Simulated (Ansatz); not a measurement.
Species: C$_{4}$H$_{5}$, net charge -1, singlet state. It need not be the lowest isomer of its formula. Whether it binds its extra electron was not tested at this geometry. 
Structure (B3LYP-D3(BJ)/def2-TZVP (Ansatz, a first-principles code) minimum search):
```
C
H 1 1.1055
H 1 1.1055 2 106.47
C 1 1.5138 2 117.89 3 135.10
C 4 1.3661 1 100.09 2 114.99
H 4 1.0971 5 131.39 1 -180.00
C 1 1.5598 2 115.32 3 -129.30
H 7 1.1004 1 114.61 2 0.14
H 7 1.1004 8 107.17 1 -128.39
```
Charge -1, spin multiplicity 1.

Basis-set convergence of Hartree-Fock and CCSD(T) correlation energies (hartree) with Ansatz. Cores are frozen in the correlated levels unless marked. No spin-orbit coupling. No relativistic terms. This anion needs diffuse functions, which these sets lack.

```json
[
 {"basis": "cc-pVDZ", "functions": "-", "E(HF)": "-154.23489", "E(corr, CCSD(T))": "-0.60940", "rough core time": "under 20 s"},
 {"basis": "cc-pVTZ", "functions": "190", "E(HF)": "___", "E(corr, CCSD(T))": "___", "rough core time": "40 s"}
]
```

Question: Some entries are withheld; supply them.

Answer: 
- cc-pVTZ, E(HF): -154.28017
- cc-pVTZ, E(corr, CCSD(T)): -0.73139
